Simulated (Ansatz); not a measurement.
Heat of formation of HNO2 (nitrous acid) from total energies

HNO2: 4 atoms, total charge 0, spin state singlet. SMILES: `O=NO`. Geometry: relaxed at PBE0-D4/def2-TZVP.

Total energies at PBE-QIDH/def2-TZVP, 3 core orbitals frozen (Ansatz 0.2.0); the atoms run unrestricted:

```
species    state  energy (Eh)
   HNO2  singlet  -205.537346
      O  triplet   -75.010374
      N  quartet   -54.541300
      H  doublet    -0.501793
```

Harmonic wavenumbers at B2PLYP/cc-pVTZ, in cm⁻¹: 592, 601, 819, 1295, 1731, 3775.

Measured heats of formation of the gaseous atoms at 298.15 K, in kJ/mol: O 249.2, N 472.4, H 218.0. Spin-orbit lowering of the atoms at 298 K (mean of the ground term's levels less their thermal mean, from spectra), in kJ/mol: O 0.40. Take 1 Eh = 2625.50 kJ/mol, 1 cm⁻¹ = 0.0119627 kJ/mol, RT = 2.479 kJ/mol.

Problem. Work out the heat of formation of the gas at 298 K.

Solution. 
1. Electronic atomisation energy: 2 × (-75.010374) + (-54.541300) + (-0.501793) − (-205.537346) = 0.473505 Eh = 1243.2 kJ/mol.
2. Zero-point energy: half the sum of the wavenumbers, 4406.5 cm⁻¹ = 52.7 kJ/mol.
3. Thermal vibrational enthalpy, Σ hcν̃/(exp(hcν̃/kT) − 1): 1.1 kJ/mol. Translation, rotation and pV of a non-linear molecule: 4 RT = 9.9 kJ/mol.
4. The 4 free atoms carry 5/2 RT each: 24.8 kJ/mol.
5. Spin-orbit coupling lowers the free atoms by 2 × 0.40 = 0.8 kJ/mol.
6. Atomisation enthalpy at 298 K: 1243.2 − 0.8 − 52.7 − 1.1 − 9.9 + 24.8 = 1203.5 kJ/mol.
7. Sum of the atoms' heats of formation: 1188.8 kJ/mol. Heat of formation: 1188.8 − 1203.5 = -14.7 kJ/mol.

The tabulated value is -78.7 kJ/mol (Active Thermochemical Tables), so this level is off by +64.0 kJ/mol, or 5.0 % of the atomisation enthalpy that the table implies (1267.6 kJ/mol). Anharmonicity and any spin-orbit splitting of the molecule are left out, and so is core correlation.
